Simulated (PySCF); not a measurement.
# Working out the ionisation energy of Li

Li [He] 2s1 (2S) → Li⁺ 1s2 (1S). All numbers are calculated (PySCF 2.14, the non-relativistic Hamiltonian (point nucleus), in aug-cc-pCVDZ (5s4p2d, 27 functions)). Frozen: nothing. Energies in hartree (1 hartree = 27.21139 eV):

```csv
part,Li (lower),Li⁺ (upper)
UHF,-7.432446,-7.236123
MP2 opposite-spin,-0.028838,-0.028536
MP2 same-spin,-0.000198,0.000000
```

Question: What does Hartree-Fock give?

Answer: (-7.236123) − (-7.432446) = 0.196323 hartree = 5.342 eV.

Question: What do MP2 and SCS-MP2 (6/5 opposite-spin, 1/3 same-spin) give?

Answer: The opposite-spin parts differ by 0.008 eV and the same-spin parts by 0.005 eV. MP2: 5.342 + (0.008) + (0.005) = 5.355 eV. SCS-MP2: 5.342 + 1.2 × (0.008) + (0.005)/3 = 5.353 eV.

Measured between the centres of the two terms (NIST): 5.392 eV, so MP2 (valence and next inner shell) is off by -0.037 eV.

A double-zeta basis recovers only part of the correlation energy.

What remains against the reference includes basis incompleteness and correlation beyond second order.
